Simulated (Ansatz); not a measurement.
The input, for Ansatz 0.2.0:

```yaml
crystal:
  periodic: [false, false, false]
  atoms:
    - {symbol: C, position_ang: [0.000000, 0.005146, 2.351390]}
    - {symbol: Ga, position_ang: [0.000000, 0.015029, 0.439090]}
    - {symbol: P, position_ang: [0.000000, -0.079744, -1.839941]}
    - {symbol: H, position_ang: [0.000000, 1.349568, -1.851901]}
basis:
  gaussian: {orbitals: cc-pVDZ}
total_charge: 1
magnetization: {spin_polarized: false, initial_magnetization: 2}
correlation: {method: mp2, electrons: valence}
accuracy: high
scf: {lower_state_search: light}
```

```sh
$ ansatz run in.yaml --threads 1 --pin off --events-out ev --progress --plain --max-ram 2393MiB
```

(1) Roughly how long does this take on 1 thread of Arm Neoverse V1, shared host, and how much host memory?

```
1341 factors; integrals over basis functions are off by at most 4.6e-9 eV
mean field evaluation 1: about -62637.9828 eV, gradient 1.2e1 eV
mean field evaluation 2: about -62637.9902 eV, gradient 1.2e1 eV
mean field evaluation 4: about -62639.1296 eV, gradient 1.8e0 eV
mean field evaluation 8: about -62639.1520 eV, gradient 6.5e-4 eV
mean field evaluation 16: about -62636.5583 eV, gradient 4.1e0 eV
mean field evaluation 32: about -62636.9035 eV, gradient 1.9e-4 eV
mean field evaluation 64: about -62639.1514 eV, gradient 2.3e-1 eV
mean field evaluation 96: about -62639.1381 eV, gradient 1.1e-1 eV
mean field evaluation 128: about -62637.5134 eV, gradient 7.7e-1 eV
mean field evaluation 160: about -62637.5177 eV, gradient 4.6e-2 eV
mean field -62639.15200460 eV, -2301.9463778270 hartree, gradient 2.7e-8 eV, S^2 2.000000; 15 other end points of the search recorded, 0 dependent functions left out
mean field evaluation 192: about -62639.1038 eV, gradient 3.4e0 eV
unrestricted determinant -62639.87062812 eV, -2301.9727867541 hartree, S^2 2.7936
15 core orbitals not correlated: weight in the atoms' cores, before any rotation towards them, 1.000 or more for the frozen orbitals, at most 0.000 for the correlated occupied ones
reference -62639.15200460 eV, -2301.9463778270 hartree; 12, 10 occupied and 37, 39 virtual orbitals, 1341 factors
second order -6.13494054 eV of doubles, -0.11715392 eV of singles
Total energy: -62645.40409906 eV, -2302.1761380605 hartree
```

Answers

(1) 18 s wall and 0.21 GiB.
